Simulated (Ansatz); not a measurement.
A van 't Hoff estimate for CH2ClF + SiH2(OH)(SiH3) ⇌ CH3FO + SiH2(SiH3)Cl

Species: CH2ClF `FCCl`, singlet; SiH2(OH)(SiH3) (disilanol), singlet; CH3FO `OCF`, singlet; SiH2(SiH3)Cl, singlet. The partners trade Cl for OH: C–Cl and Si–OH bonds give way to C–OH and Si–Cl.

The electronic reaction energy at CCSD(T)/CBS estimate is -25.1 kJ/mol. Shapes: PBE0-D4/def2-TZVP. Flexible molecules stand in one conformer, not always the lowest. Programs: Ansatz 0.2.0. Enthalpy and entropy come from rigid-rotor, harmonic-oscillator sums on unscaled PBE0-D4/def2-TZVP wavenumbers, ideal gases at 1 bar; R ln 2 is added for the mirror twin of the chiral shape of SiH2(OH)(SiH3), CH3FO. Symmetry numbers: CH2ClF 1, SiH2(OH)(SiH3) 1, CH3FO 1, SiH2(SiH3)Cl 1. R = 8.3145 J/(mol K).

| T (K) | ΔH (kJ/mol) | ΔS (J/(mol K)) |
| --- | --- | --- |
| 500 | -21.7 | -7.5 |
| 700 | ? | ? |
| 900 | -23.0 | -9.5 |

Work out ln K at 500 and 900 K, and from these estimate it at 700 K.


1. 500 K: ΔG = -21.7 − 500 × (-7.5)/1000 = -17.9 kJ/mol; ln K = −ΔG/RT = +4.31.
2. 900 K: ΔG = -23.0 − 900 × (-9.5)/1000 = -14.4 kJ/mol; ln K = −ΔG/RT = +1.92.
3. Slope against 1000/T: (+1.92 − (+4.31))/(1.1111 − 2.0000) = +2.69, that is −ΔH/R with ΔH near -22 kJ/mol.
4. 700 K: ln K = +4.31 + (+2.69) × (1.4286 − 2.0000) = +2.77.

The full sums give ΔH = -22.4 kJ/mol, ΔS = -8.8 J/(mol K), ΔG = -16.2 kJ/mol and ln K = +2.78 at 700 K, so the line is off by -0.01 in ln K; without rounding the miss is -0.02, from the change of ΔH with temperature. The products are favoured over this whole range. An error of 10 kJ/mol in the energy moves ln K by 1.7 at 700 K. Soft modes are treated as harmonic, which can err either way at these temperatures; the lowest are those of SiH2(OH)(SiH3) (101 cm⁻¹), SiH2(SiH3)Cl (103 cm⁻¹). Other conformers aren't counted. The CBS estimate extrapolates MP2 from def2-TZVPP and def2-QZVPP and adds CCSD(T) − MP2 in the triple-zeta set, cores frozen.
